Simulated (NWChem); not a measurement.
# CH2 cation, doublet

```xyz
3

C     -0.0937    -0.0172     0.0000
H      0.2658     0.0487    -1.0358
H      0.2658     0.0487     1.0358
```
Atoms are numbered in this order, from 1.

All runs: NWChem. Spin-unrestricted. Geometry: optimised at PBE0-D3(BJ)/def2-TZVP, spin-unrestricted. No stability test was run on the SCF state. Atomic charges in e: unrestrained fits to the electrostatic potential beside Mulliken populations; the two definitions need not agree.

Q: Predict the results for B3LYP/def2-SVP. Quantities: ESP C1; Mulliken C1; relative RMS misfit of the potential (%).

A: 
- ESP C1: 0.49
- Mulliken C1: 0.48
- relative RMS misfit of the potential (%): 3
